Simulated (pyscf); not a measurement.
A first-order saddle from PySCF, ωB97X-D3(BJ)/def2-SVP:

```xyz
7

O     -0.7499    -0.6477     0.3564
Al     0.4440     0.4285    -0.1856
F      1.5084     1.1097     0.8792
F      0.5692     0.8194    -1.7866
H     -1.7149    -1.4314     0.2254
H     -1.3622    -1.3158     1.2179
H     -2.1884    -1.9713     1.0221
```
Charge 0, spin multiplicity 1.

Surface: singlet, charge 0. Lowest wavenumbers (cm⁻¹): 2842i, 70, 143, 244, 283.

Question: Which two sides does it connect, and which bonds change?

Answer: HO–Al(F)–F (SMILES [OH][Al]([F])[F]) + H₂ (SMILES [H][H]) ⇌ HO–Al(F)–F (SMILES [OH][Al]([F])[F]) + H₂ (SMILES [H][H]), a four-centre exchange read from left to right: H–O, H–H broken and H–O, H–H formed. At ωB97M-D3(BJ)/def2-TZVP it lies +68.5 kcal/mol from the left side and +68.5 kcal/mol from the right (each side as separated species at their lowest minima found). One saddle was located; it need not be the lowest between these sides.
